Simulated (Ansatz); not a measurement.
**Molecular dynamics of BH4NO**

input.yaml

```yaml
crystal:
  periodic: [false, false, false]
  atoms:
    - { symbol: B, position_ang: [0.058173, 0.068879, -0.003912] }
    - { symbol: O, position_ang: [-0.011799, -0.513593, 1.228561] }
    - { symbol: H, position_ang: [-0.86285, -0.424227, 1.645099] }
    - { symbol: "N", position_ang: [1.254985, 0.004472, -0.712987] }
    - { symbol: H, position_ang: [2.071489, -0.45152, -0.356332] }
    - { symbol: H, position_ang: [1.375064, 0.408897, -1.617413] }
    - { symbol: H, position_ang: [-0.880162, 0.625692, -0.475916] }
basis:
  gaussian: { orbitals: def2-mTZVP }
hamiltonian:
  xc: { name: BHLYP }
  dispersion: d4
md:
  timestep: 0.5
  n_steps: 166
  ensemble: nvt_nose_hoover
  temperature: 200.0
  initial_velocities: maxwell_boltzmann
  seed: 736497
  nose_hoover: { tau: 20.0, chain_length: 3 }
```

Run as:

```bash
$ ansatz run input.yaml --threads 1 --pin off --max-ram 2048MiB --backend cpu --events-out ev --progress --plain --runs-dir out
```

It starts from a relaxed structure.

Output, in part (step lines, the closing report, with atoms numbered from 0):

```
md step     0: t =     0.00 fs  T =   200.0 K  F+E_penalty+E_count = -4280.34830521 eV  E_kin = 0.129260 eV  conserved = -4280.21904521 eV  (23 SCF iters)
md step     1: t =     0.50 fs  T =   194.0 K  F+E_penalty+E_count = -4280.34437510 eV  E_kin = 0.125407 eV  conserved = -4280.21896891 eV  (24 SCF iters)
md step     2: t =     1.00 fs  T =   177.9 K  F+E_penalty+E_count = -4280.33371943 eV  E_kin = 0.114969 eV  conserved = -4280.21875731 eV  (24 SCF iters)
md step     3: t =     1.50 fs  T =   156.5 K  F+E_penalty+E_count = -4280.31963702 eV  E_kin = 0.101153 eV  conserved = -4280.21851084 eV  (24 SCF iters)
md step     4: t =     2.00 fs  T =   135.7 K  F+E_penalty+E_count = -4280.30596222 eV  E_kin = 0.087689 eV  conserved = -4280.21834381 eV  (24 SCF iters)
md step     5: t =     2.50 fs  T =   119.3 K  F+E_penalty+E_count = -4280.29530884 eV  E_kin = 0.077127 eV  conserved = -4280.21832239 eV  (24 SCF iters)
md step     6: t =     3.00 fs  T =   108.1 K  F+E_penalty+E_count = -4280.28805100 eV  E_kin = 0.069862 eV  conserved = -4280.21842994 eV  (24 SCF iters)
md step     7: t =     3.50 fs  T =    99.6 K  F+E_penalty+E_count = -4280.28256436 eV  E_kin = 0.064353 eV  conserved = -4280.21858214 eV  (24 SCF iters)
[... lines left out ...]
Total energy: -4280.18606803 eV, -157.2939367858 hartree
Atom 0 at     0.056432     0.074955     0.002518 Å, force    -0.341595     0.177652    -0.339572 eV/Å
Atom 1 at    -0.015569    -0.508157     1.231777 Å, force     0.166705    -0.289532     0.327682 eV/Å
Atom 2 at    -0.864380    -0.520429     1.678536 Å, force     0.335540     0.209149    -0.464809 eV/Å
Atom 3 at     1.250892    -0.004198    -0.730511 Å, force    -0.414077     0.093117     0.317824 eV/Å
Atom 4 at     2.067415    -0.393984    -0.366933 Å, force     0.894457    -0.947921     1.202613 eV/Å
Atom 5 at     1.551052     0.424374    -1.563530 Å, force    -0.860508     0.745120    -0.901518 eV/Å
Atom 6 at    -0.915156     0.617925    -0.429118 Å, force     0.219478     0.012415    -0.142221 eV/Å
Dipole moment:     0.028899     0.072247    -0.083336 e Å
```

The steps, from the saved trajectory:

| time (fs) | T (K) | potential energy less start (eV) | conserved less start (meV/atom) |
| --- | --- | --- | --- |
| 0.0 | 200 | 0.000 | 0.00 |
| 2.5 | 119 | 0.053 | 0.10 |
| 5.0 | 63 | 0.090 | 0.08 |
| 7.5 | 70 | 0.087 | 0.08 |
| 10.0 | 105 | 0.068 | 0.08 |
| 12.5 | 115 | 0.066 | 0.05 |
| 15.0 | 107 | 0.079 | 0.13 |
| 17.5 | 171 | 0.046 | 0.05 |
| 20.0 | 148 | 0.074 | 0.09 |
| 22.5 | 69 | 0.134 | 0.13 |
| 25.0 | 57 | 0.146 | 0.12 |
| 27.5 | 152 | 0.093 | 0.11 |
| 30.0 | 227 | 0.059 | 0.08 |
| 32.5 | 185 | 0.098 | 0.13 |
| 35.0 | 176 | 0.111 | 0.14 |
| 37.5 | 217 | 0.091 | 0.10 |
| 40.0 | 179 | 0.121 | 0.12 |
| 42.5 | 104 | 0.173 | 0.19 |
| 45.0 | 188 | 0.122 | 0.12 |
| 47.5 | 291 | 0.061 | 0.10 |
| 50.0 | 235 | 0.102 | 0.13 |
| 52.5 | 145 | 0.162 | 0.15 |
| 55.0 | 127 | 0.176 | 0.20 |
| 57.5 | 221 | 0.118 | 0.05 |
| 60.0 | 149 | 0.169 | 0.21 |
| 62.5 | 176 | 0.155 | 0.12 |
| 65.0 | 248 | 0.113 | 0.15 |
| 67.5 | 300 | 0.086 | 0.13 |
| 70.0 | 227 | 0.137 | 0.12 |
| 72.5 | 118 | 0.210 | 0.25 |
| 75.0 | 220 | 0.146 | 0.11 |
| 77.5 | 283 | 0.111 | 0.18 |
| 80.0 | 308 | 0.098 | 0.11 |
| 82.5 | 212 | 0.161 | 0.21 |

The run went to its last step. The conserved energy stayed within 0.25 meV per atom of its start (net change 0.21 meV per atom), so the integration is sound. A run of 0.083 ps of so small a system gives no equilibrium averages.

The same pairs are bonded in the first frame and the last. Pairs count as bonded within 1.25 times the sum of covalent radii (0.12 Å more for H–H).

Last frame:

```xyz
7
Properties=species:S:1:pos:R:3
B 0.056 0.075 0.003
O -0.016 -0.508 1.232
H -0.864 -0.520 1.679
N 1.251 -0.004 -0.731
H 2.067 -0.394 -0.367
H 1.551 0.424 -1.563
H -0.915 0.618 -0.429
```

The run took 5.2 min on 1 thread of Arm Neoverse V1, on a shared host, peak memory 0.12 GiB.
